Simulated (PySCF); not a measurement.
# Cost of excited-state runs on [C₄H₅O]-, charge -1

Geometry:
```csv
atom,x (Å),y (Å),z (Å)
O1,-0.683,0.645,-1.012
C2,-0.781,0.669,0.396
C3,0.218,-0.490,0.585
C4,1.494,-0.350,-0.197
C5,0.254,-0.542,-0.916
H6,-0.494,1.651,0.841
H7,-1.819,0.439,0.737
H8,0.007,-1.303,1.302
H9,1.934,0.667,-0.249
H10,-0.040,-1.322,-1.640
```

Total charge -1.

PySCF with density fitting, on 1 thread of an Arm Neoverse N1, shared host. Command: `OMP_NUM_THREADS=1 python excited_run.py task.json out`

**Question.** How long does this run take, and how much memory?
- magnetisability and related constants, B3LYP/aug-pcSseg-1; isotopologues

**Answer.** 
| run | level | basis functions | wall time | peak memory (GiB) |
| --- | --- | --- | --- | --- |
| magnetisability and related constants | B3LYP/aug-pcSseg-1 | 175 | 27 s | 0.75 |

Times from a shared host are rough.
